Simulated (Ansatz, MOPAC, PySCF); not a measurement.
Scan of H2P, doublet: symmetric bend, bond length relaxed. Scanned: H-P-H angle. Other coordinates (P-H bond length) were minimised at B3LYP/def2-TZVP.

- UHF/3-21G = unrestricted Hartree-Fock/3-21G (PySCF)
- PM6, unrestricted, heats of formation (MOPAC)
- UKS-B3LYP/LANL2DZ = unrestricted B3LYP/LANL2DZ, with its core potentials past Ne run with PySCF
- CCSD(T)/aug-cc-pVQZ = CCSD(T) on UHF/aug-cc-pVQZ, frozen core (Ansatz, a first-principles code)

Energies relative to the lowest point of each profile, in kcal/mol; the last columns give the difference from CCSD(T):

```csv
a / °,UHF/3-21G,PM6,UKS-B3LYP/LANL2DZ,CCSD(T)/aug-cc-pVQZ,UHF/3-21G − CCSD(T)/aug-cc-pVQZ,PM6 − CCSD(T)/aug-cc-pVQZ,UKS-B3LYP/LANL2DZ − CCSD(T)/aug-cc-pVQZ
180,70.8,54.9,66.8,—,—,—,—
167,65.5,49.8,62.5,64.9,0.6,-15.1,-2.4
157,55.4,40.7,53.5,53.6,1.7,-12.9,-0.1
147,42.5,30.1,41.4,40.8,1.7,-10.8,0.5
137,29.6,19.7,29.0,28.5,1.1,-8.8,0.4
127,18.1,10.9,18.0,17.8,0.3,-6.9,0.2
117,9.0,4.4,9.2,9.2,-0.2,-4.8,0.0
107,2.8,0.6,3.1,3.2,-0.3,-2.6,-0.1
97,0.0,0.0,0.0,0.0,0.0,0.0,0.0
87,0.9,2.5,0.2,0.0,0.9,2.5,0.2
77,5.9,8.1,3.9,3.3,2.7,4.8,0.7
67,15.2,16.3,11.3,9.8,5.4,6.5,1.5
60,24.0,23.2,18.5,16.3,7.7,6.9,2.2
```

UHF/3-21G is furthest from CCSD(T)/aug-cc-pVQZ at 60 (7.7 kcal/mol, above); its mean absolute difference over the points is 1.9 kcal/mol.

PM6 is furthest from CCSD(T)/aug-cc-pVQZ at 167 (-15.1 kcal/mol, below); its mean absolute difference over the points is 6.9 kcal/mol.

UKS-B3LYP/LANL2DZ is furthest from CCSD(T)/aug-cc-pVQZ at 167 (-2.4 kcal/mol, below); its mean absolute difference over the points is 0.7 kcal/mol.

Dashes: no converged value, or the column stops at the first point that the program doubted or that broke a chosen test of continuity, which isn't proof of a fault.

The unrestricted determinant behind CCSD(T)/aug-cc-pVQZ is spin-contaminated on part of the scan (<S²> up to 1.3, against 0.75 for the pure state).
